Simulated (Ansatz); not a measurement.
Steps of a relaxation of C₂H₃FN₂ with RKS PBE-D4/def2-SVP.

```sh
$ ansatz run in.yaml --threads 2 --pin off --events-out ev --progress --plain --max-ram 4352MiB
```

```yaml
crystal:
  periodic: [false, false, false]
  atoms:
    - {symbol: N, position_ang: [0.040700, 1.025400, 0.577700]}
    - {symbol: C, position_ang: [0.433300, 0.094800, -0.266700]}
    - {symbol: C, position_ang: [-0.185600, -0.688500, -1.179000]}
    - {symbol: F, position_ang: [-1.418000, -0.678400, -1.286100]}
    - {symbol: N, position_ang: [0.547000, -1.246800, -0.136700]}
    - {symbol: H, position_ang: [0.471600, 1.013700, 1.460400]}
    - {symbol: H, position_ang: [0.256100, 1.986200, 0.185100]}
    - {symbol: H, position_ang: [-0.052800, -1.563500, 0.589500]}
basis:
  gaussian: {orbitals: def2-SVP}
hamiltonian: {xc: pbe, dispersion: d4}
relax: {f_tol: 0.03, max_steps: 200}
```

Positions (Å) and forces (eV/Å) along the path, 17 of 48 steps:

```xyz
8
step=1 energy=-7799.5784 eV
N     0.041    1.025    0.578   -0.515    3.747   -0.545
C     0.433    0.095   -0.267   -0.254    0.174   -1.572
C    -0.186   -0.689   -1.179    4.901    2.602   -3.769
F    -1.418   -0.678   -1.286   -6.786   -0.226   -0.732
N     0.547   -1.247   -0.137    3.836   -4.487    1.916
H     0.472    1.014    1.460    1.271   -0.122    2.069
H     0.256    1.986    0.185   -1.026   -0.856    0.325
H    -0.053   -1.563    0.590   -1.429   -0.831    2.308
8
step=2 energy=-7800.6982 eV
N     0.086    1.037    0.627    0.728    1.769   -0.592
C     0.443    0.069   -0.251   -1.142    0.224    0.067
C    -0.147   -0.671   -1.226    1.842    1.483   -1.505
F    -1.442   -0.651   -1.399   -2.230   -0.105   -0.418
N     0.540   -1.314   -0.109    1.506   -2.187    1.077
H     0.647    1.088    1.487    0.204    0.053    0.026
H     0.074    1.999    0.173   -0.455   -1.176    0.648
H    -0.108   -1.615    0.642   -0.453   -0.061    0.697
8
step=3 energy=-7801.0813 eV
N     0.138    1.042    0.670    0.982    0.921   -0.560
C     0.418    0.047   -0.213   -1.121   -0.238    0.403
C    -0.112   -0.637   -1.262    0.152    0.544   -0.164
F    -1.442   -0.631   -1.521   -0.033   -0.028   -0.139
N     0.523   -1.370   -0.074    0.464   -0.353    0.377
H     0.822    1.168    1.454   -0.488    0.008   -0.546
H    -0.096    1.961    0.199    0.079   -0.996    0.700
H    -0.159   -1.637    0.691   -0.035    0.140   -0.071
8
step=6 energy=-7801.3099 eV
N     0.268    1.108    0.664   -0.091    0.092   -0.175
C     0.236    0.064   -0.169    0.041    0.096    0.123
C    -0.146   -0.606   -1.274   -0.281   -0.162    0.064
F    -1.398   -0.812   -1.742    0.246    0.047    0.043
N     0.507   -1.332   -0.009   -0.037    0.030   -0.030
H     0.998    1.162    1.380   -0.006   -0.006    0.008
H    -0.165    1.991    0.377    0.090   -0.098    0.078
H    -0.207   -1.633    0.717    0.039    0.002   -0.111
8
step=9 energy=-7801.3215 eV
N     0.286    1.143    0.662    0.042    0.131    0.253
C     0.199    0.096   -0.150   -0.103   -0.376   -0.331
C    -0.176   -0.606   -1.229    0.005   -0.090    0.323
F    -1.364   -0.884   -1.783    0.058    0.054   -0.053
N     0.494   -1.330   -0.008    0.065    0.100   -0.180
H     1.038    1.175    1.357    0.037    0.025   -0.007
H    -0.154    2.030    0.421   -0.045    0.036   -0.017
H    -0.232   -1.683    0.676   -0.058    0.122    0.011
8
step=10 energy=-7801.3302 eV
N     0.306    1.178    0.678    0.107    0.080    0.309
C     0.155    0.134   -0.136   -0.142   -0.166   -0.322
C    -0.205   -0.612   -1.173   -0.513   -0.334    0.016
F    -1.313   -0.978   -1.854    0.609    0.340    0.267
N     0.472   -1.330   -0.011   -0.043   -0.069   -0.082
H     1.120    1.201    1.306   -0.110    0.037   -0.161
H    -0.164    2.067    0.499   -0.002   -0.081   -0.011
H    -0.280   -1.717    0.635    0.093    0.193   -0.015
8
step=20 energy=-7801.4470 eV rejected
N     0.438    1.261    0.724   -1.314    1.372   -0.183
C     0.165    0.230   -0.076    0.339    1.262    0.472
C    -0.244   -0.688   -0.891    0.120   -0.889    0.203
F    -0.919   -0.884   -2.030   -0.009    0.117    0.043
N     0.239   -1.604    0.030   -0.518   -0.475   -0.081
H     1.391    1.702    0.715   -0.866   -0.397    0.060
H    -0.389    1.949    0.922    1.870   -1.266   -0.210
H    -0.588   -2.024    0.550    0.379    0.276   -0.304
8
step=21 energy=-7801.5237 eV
N     0.405    1.262    0.728   -0.663    0.749   -0.276
C     0.164    0.232   -0.077    0.253    0.779    0.129
C    -0.233   -0.685   -0.905    0.035   -0.640    0.458
F    -0.975   -0.879   -1.998   -0.005    0.065   -0.099
N     0.267   -1.600    0.013   -0.357   -0.240   -0.007
H     1.363    1.647    0.798   -0.276   -0.151    0.002
H    -0.353    1.986    0.837    0.784   -0.718    0.102
H    -0.546   -2.019    0.550    0.229    0.156   -0.309
8
step=27 energy=-7802.0186 eV
N     0.433    1.467    0.526   -0.316    0.076   -0.019
C     0.247    0.415   -0.184    0.134    0.015    0.144
C    -0.178   -0.770   -0.666    0.030    0.218   -0.085
F    -0.916   -0.843   -1.834    0.016    0.026    0.101
N     0.160   -1.792    0.071   -0.061   -0.096    0.022
H     1.374    1.808    0.779    0.081    0.087   -0.030
H    -0.342    2.006    0.969    0.169   -0.070   -0.107
H    -0.685   -2.349    0.283   -0.054   -0.255   -0.026
8
step=29 energy=-7802.0627 eV
N     0.447    1.501    0.531   -0.258    0.214   -0.224
C     0.272    0.426   -0.136    0.457   -0.015    0.612
C    -0.181   -0.783   -0.559   -0.138   -0.404   -0.313
F    -0.922   -0.800   -1.735   -0.073    0.088   -0.008
N     0.118   -1.860    0.102   -0.533   -0.201    0.032
H     1.384    1.892    0.750   -0.030   -0.030   -0.086
H    -0.331    2.095    0.894    0.065   -0.062    0.031
H    -0.695   -2.527    0.098    0.511    0.410   -0.044
8
step=31 energy=-7802.1107 eV
N     0.447    1.531    0.509   -0.280   -0.409   -0.128
C     0.293    0.386   -0.043    0.638    0.541    0.164
C    -0.178   -0.805   -0.512   -0.280   -0.101    0.088
F    -0.921   -0.747   -1.687    0.029   -0.005    0.009
N     0.080   -1.900    0.126   -0.170   -0.225   -0.134
H     1.380    1.936    0.707    0.039    0.015   -0.055
H    -0.328    2.133    0.855   -0.099    0.044    0.013
H    -0.682   -2.591   -0.012    0.123    0.140    0.045
8
step=35 energy=-7802.5749 eV
N     0.479    1.482    0.437   -0.327    0.237    0.229
C     0.796    0.281    0.018    0.469    0.913    0.260
C    -0.122   -0.802   -0.268   -0.492   -0.984   -0.229
F    -0.900   -0.488   -1.405    0.394    0.012    0.533
N    -0.091   -1.994    0.226   -1.341    0.083   -1.480
H     1.227    2.229    0.569   -0.833   -1.052   -0.263
H    -0.493    1.855    0.701    0.845   -0.497   -0.269
H    -0.803   -2.619   -0.333    1.287    1.288    1.219
8
step=37 energy=-7802.7580 eV
N     0.487    1.363    0.439   -0.301    0.657    0.188
C     0.930    0.313   -0.212   -0.016    0.989    0.693
C    -0.082   -0.713   -0.334    0.286   -1.622   -1.113
F    -0.781   -0.465   -1.509   -0.363    0.232    0.168
N    -0.123   -1.838    0.254   -0.658    0.284    0.436
H     1.062    2.221    0.570   -0.084   -0.536   -0.129
H    -0.491    1.489    0.829    0.688   -0.196   -0.213
H    -0.910   -2.427   -0.091    0.448    0.192   -0.030
8
step=41 energy=-7802.9329 eV
N     0.468    1.357    0.486    0.176   -0.058   -0.183
C     0.813    0.438   -0.378   -0.527   -0.107    0.011
C    -0.126   -0.688   -0.481    0.253    0.369   -0.510
F    -0.668   -0.716   -1.764    0.232   -0.161    0.735
N    -0.295   -1.583    0.405   -0.469   -0.464   -0.558
H     1.090    2.161    0.597    0.053    0.191    0.236
H    -0.374    1.363    1.100    0.055   -0.109   -0.112
H    -0.816   -2.389   -0.022    0.227    0.339    0.379
8
step=45 energy=-7803.0009 eV
N     0.463    1.323    0.482    0.019   -0.216   -0.015
C     0.731    0.551   -0.543   -0.017    0.392    0.156
C    -0.138   -0.624   -0.596   -0.090   -0.270    0.174
F    -0.554   -0.919   -1.857    0.024    0.033    0.074
N    -0.378   -1.366    0.418    0.019    0.043   -0.199
H     1.052    2.136    0.703    0.022   -0.061   -0.061
H    -0.259    1.098    1.204    0.015    0.017   -0.159
H    -0.825   -2.256    0.133    0.008    0.062    0.031
8
step=46 energy=-7803.0050 eV
N     0.467    1.316    0.483   -0.078    0.035    0.132
C     0.734    0.553   -0.540    0.062    0.063   -0.040
C    -0.133   -0.626   -0.591   -0.046   -0.049    0.031
F    -0.565   -0.907   -1.847    0.001   -0.006   -0.041
N    -0.367   -1.371    0.418    0.004   -0.035    0.000
H     1.056    2.128    0.705   -0.003   -0.029   -0.023
H    -0.278    1.105    1.184    0.069    0.007   -0.076
H    -0.823   -2.255    0.133   -0.008    0.013    0.017
8
step=48 energy=-7803.0056 eV
N     0.466    1.315    0.485   -0.004   -0.004    0.004
C     0.732    0.562   -0.547    0.010    0.001   -0.019
C    -0.132   -0.624   -0.595   -0.008   -0.005    0.013
F    -0.559   -0.914   -1.851    0.006    0.004    0.006
N    -0.368   -1.364    0.418   -0.001    0.002   -0.010
H     1.052    2.127    0.707    0.004    0.005   -0.002
H    -0.271    1.090    1.187   -0.006   -0.002    0.008
H    -0.829   -2.248    0.141   -0.001   -0.001    0.002
```

Run time 52 s (2 threads of an Arm Neoverse V2 on a shared host); peak host memory 0.15 GiB.
